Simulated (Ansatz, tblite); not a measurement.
# AlH2I: removing an electron

An exercise on one series of results from a longer session: the logs are not shown, and one member is left open.

Method: as each input shows; program: Ansatz 0.2.0, Gaussian basis.

Plan: charge +1 doublet, at the geometry of the singlet (PBE0-D4/def2-TZVP, PBE-D4/def2-TZVP, r2SCAN-D4/def2-TZVP, CCSD(T)/def2-TZVPP); charge +1 doublet, relaxed (PBE0-D4/def2-TZVP, PBE-D4/def2-TZVP); the starting singlet's energies come from earlier runs.

3 further runs of the same task are left out: 3 set aside as unsound or not needed. Runs told in other sessions of the task aren't counted.

## The geometry

The singlet was relaxed beforehand with PBE-D4/def2-TZVP.

4 atoms, charge 0, spin multiplicity 1.

Atoms are counted from 1 here; the program's logs count them from 0.

Bond lengths: Al1–H2 1.587 Å, Al1–H3 1.587 Å, Al1–I4 2.489 Å. Angles: H2–Al1–H3 124.5°, H2–Al1–I4 117.8°, H3–Al1–I4 117.8°.

I takes a core potential in the def2 sets. No spin-orbit coupling is included.

The first run:

Input file in.yaml:

```yaml
crystal:
  periodic: [false, false, false]
  atoms:
    - {symbol: Al, position_ang: [0.129721, 0.216884, -0.001198]}
    - {symbol: H, position_ang: [1.714353, 0.130610, 0.012912]}
    - {symbol: H, position_ang: [-0.695978, 1.572045, -0.022421]}
    - {symbol: I, position_ang: [-1.148096, -1.919549, 0.010707]}
basis:
  gaussian: {orbitals: def2-TZVP}
total_charge: 1
magnetization: {spin_polarized: true, initial_magnetization: 1}
hamiltonian: {xc: pbe0, dispersion: d4}
output: {orbitals: {seedname: orbitals}}
```

Started as:

```console
$ ansatz run in.yaml --threads 4 --pin off --events-out ev --progress --plain --max-ram 3916MiB
```

Steps of the session up to this table: Charge +1 doublet at the fixed geometry, PBE0-D4/def2-TZVP; Charge +1 doublet at the fixed geometry, PBE-D4/def2-TZVP; Charge +1 doublet at the fixed geometry, r2SCAN-D4/def2-TZVP; Charge +1 doublet at the fixed geometry, CCSD(T)/def2-TZVPP.

One table of the session follows, with a row left open; its other results are not shown here.

It belongs to the step «Vertical ionisation energy». 

```
             method  vertical ionisation energy (eV)
      HF/def2-TZVPP                             9.07
   PBE-D4/def2-TZVP                                ?
r2SCAN-D4/def2-TZVP                             9.73
  PBE0-D4/def2-TZVP                             9.82
     MP2/def2-TZVPP                            10.06
    CCSD/def2-TZVPP                             9.86
 CCSD(T)/def2-TZVPP                             9.91
```

**Question.** Estimate the row for PBE-D4/def2-TZVP.

The run gave: vertical ionisation energy (eV): 9.58. In the column «vertical ionisation energy (eV)» it lies between HF/def2-TZVPP (9.07) and r2SCAN-D4/def2-TZVP (9.73).
